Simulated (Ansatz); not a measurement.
**C2H3O radical (SMILES [CH]1CO1): one structure at several levels**

An exercise on one series of results from a longer session: the logs are not shown, and one member is left open.

Computed with Ansatz 0.2.0, Gaussian basis. Level: single points in def2-TZVPP.

Cores are frozen in the correlated methods. Orbitals are unrestricted.

### Starting geometry

SMILES `[CH]1CO1`, 6 atoms, charge 0, spin multiplicity 2.

Atoms are counted from 1 here; the program's logs count them from 0.

Bond lengths: C1–C2 1.450 Å, C1–O3 1.335 Å, C1–H4 1.097 Å, C2–O3 1.427 Å, C2–H5 1.091 Å, C2–H6 1.069 Å. Angles: C2–C1–O3 61.5°, C2–C1–H4 131.3°, O3–C1–H4 122.8°, C1–C2–O3 55.3°, C1–C2–H5 122.9°, C1–C2–H6 120.3°, O3–C2–H5 114.8°, O3–C2–H6 115.7°, H5–C2–H6 113.7°, C1–O3–C2 63.2°.

Geometry (Å):

```tsv
atom	x (Å)	y (Å)	z (Å)
C1	-0.78980	-0.37600	-0.26410
C2	0.33840	0.35510	0.27890
O3	0.14750	-1.05390	0.40230
H4	-1.06970	-0.61100	-1.29860
H5	1.19870	0.65030	-0.32450
H6	0.23250	0.91820	1.18150
```

Set-up of the first run:

File run/in.yaml:

```yaml
crystal:
  periodic: [false, false, false]
  atoms:
    - {symbol: C, position_ang: [-0.789800, -0.376000, -0.264100]}
    - {symbol: C, position_ang: [0.338400, 0.355100, 0.278900]}
    - {symbol: O, position_ang: [0.147500, -1.053900, 0.402300]}
    - {symbol: H, position_ang: [-1.069700, -0.611000, -1.298600]}
    - {symbol: H, position_ang: [1.198700, 0.650300, -0.324500]}
    - {symbol: H, position_ang: [0.232500, 0.918200, 1.181500]}
basis:
  gaussian: {orbitals: def2-TZVPP}
magnetization: {spin_polarized: true, initial_magnetization: 1}
correlation: {method: ccsd_t}
scf: {omitted_lower_state_checks: [cluster_reference]}
output: {forces: true}
```

No record of the launch command was kept for these runs.

Among the steps run: CCSD(T)/def2-TZVPP; PBE0-D4/def2-TZVPP; wB97M-V/def2-TZVPP; r2SCAN-D4/def2-TZVPP; PBE-D4/def2-TZVPP; r2SCANh-D4/def2-TZVPP; LC-wPBE/def2-TZVPP.

One of the session's tables, all rows but one given; the rest of the session is left out.

| method | RMS force component (eV/Å) | angle to CCSD(T) forces (°) | dipole (D) |
| --- | --- | --- | --- |
| CCSD(T) | 0.741 | reference | 1.55 |
| PBE0-D4 | 0.461 | 19.7 | 1.54 |
| wB97M-V | ? | ? | ? |
| r2SCAN-D4 | 0.639 | 11.0 | 1.49 |
| PBE-D4 | 0.741 | 14.0 | 1.42 |
| r2SCANh-D4 | 0.551 | 14.4 | 1.52 |
| LC-wPBE | 0.408 | 29.9 | 1.62 |

**Question.** Estimate the row for wB97M-V.

The run gave: RMS force component (eV/Å): 0.537; angle to CCSD(T) forces (°): 10.0; dipole (D): 1.56. In the column «RMS force component (eV/Å)» it lies between PBE0-D4 (0.461) and r2SCANh-D4 (0.551).
